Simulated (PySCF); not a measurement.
Computed with PBE-D3(BJ)/def2-TZVP // PBE0-D4/def2-TZVP (PySCF). Gas-phase values, no solvent. 

Reference species (SMILES): `[Cl][Ga][Cl]` (neutral, multiplicity 2).

- highest occupied spin orbital: -5.98 eV

Changed species: `[OH]` (radical fragment; the reference has radical fragment).

**Question.** What does the change do to the highest occupied spin orbital?

**Answer.** the highest occupied spin orbital falls by 1.18 eV, to -7.16 eV.
